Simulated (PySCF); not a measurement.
Constitutional and geometric isomers with formula C2H2O. All species are isolated molecules in the gas phase. Strings in code marks are SMILES.

Quantity: vertical ionisation energy (energy after one electron is removed minus that of the parent at the parent's geometry), in eV.

A: `C#CO`
B: `C1=CO1`
C: `C=C=O`

Question: Order them by vertical ionisation energy (energy after one electron is removed minus that of the parent at the parent's geometry) (lowest first) at the level B3LYP/6-31G* // r2SCAN-D4/def2-TZVP (PySCF).

Answer: B (8.40 eV), C (9.59 eV), A (9.74 eV)
